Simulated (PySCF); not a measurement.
## Basis and Hamiltonian dependence of the ionisation energy of Be

Be [He] 2s2 (1S) → Be⁺ [He] 2s1 (2S). Calculated with PySCF 2.14 from differences of total energies of unrestricted determinants, without spin-orbit coupling. Values in eV.

| basis | Hamiltonian | functions | UHF | LDA | PBE0 | MP2 (valence) | CCSD(T) (valence) | CCSD(T) (valence and next inner shell) |
| --- | --- | --- | --- | --- | --- | --- | --- | --- |
| def2-TZVP | non-relativistic | 19 | 8.042 | n/a | 8.970 | 8.751 | 9.269 | n/a |
| x2c-TZVPall | spin-free X2C | 19 | 8.043 | 9.022 | n/a | 8.753 | 9.270 | n/a |
| x2c-TZVPPall with one added diffuse shell of s type | spin-free X2C | 20 | 8.043 | 9.022 | 8.971 | 8.753 | 9.270 | 9.272 |
| ANO-RCC-VTZP | spin-free X2C | 30 | 8.039 | 9.017 | 8.972 | 8.785 | 9.288 | 9.293 |
| def2-QZVPPD | non-relativistic | 36 | 8.043 | 9.026 | 8.971 | 8.807 | 9.283 | 9.291 |
| dyall-av2z | non-relativistic | 42 | 8.045 | 9.027 | 8.975 | 8.796 | 9.288 | n/a |
| aug-cc-pVTZ | non-relativistic | 46 | 8.044 | 9.023 | 8.970 | 8.816 | 9.285 | n/a |
| aug-cc-pCVTZ | non-relativistic | 59 | 8.043 | 9.026 | 8.974 | 8.825 | 9.289 | 9.303 |
| aug-cc-pCVTZ-DK | spin-free X2C | 59 | 8.044 | 9.027 | 8.975 | 8.826 | 9.290 | 9.304 |
| dyall-acv3z | spin-free X2C | 76 | 8.044 | 9.028 | 8.972 | 8.838 | 9.296 | 9.312 |
| dyall-av3z | spin-free X2C | 76 | 8.044 | 9.028 | 8.972 | 8.838 | 9.296 | n/a |
| aug-cc-pVQZ-DK | spin-free X2C | 80 | 8.044 | 9.026 | 8.974 | 8.848 | 9.296 | n/a |
| aug-cc-pVQZ with one added diffuse shell each of s, p, d, f, g type | non-relativistic | 105 | 8.043 | 9.025 | 8.973 | 8.847 | 9.295 | n/a |
| aug-cc-pV5Z | non-relativistic | 127 | 8.043 | 9.027 | 8.971 | 8.858 | n/a | n/a |

Frozen in the all-electron rows: valence: 1s2; valence and next inner shell: nothing.

Reference for a calculation without spin-orbit coupling: 9.323 eV (measured, between term centres; NIST).
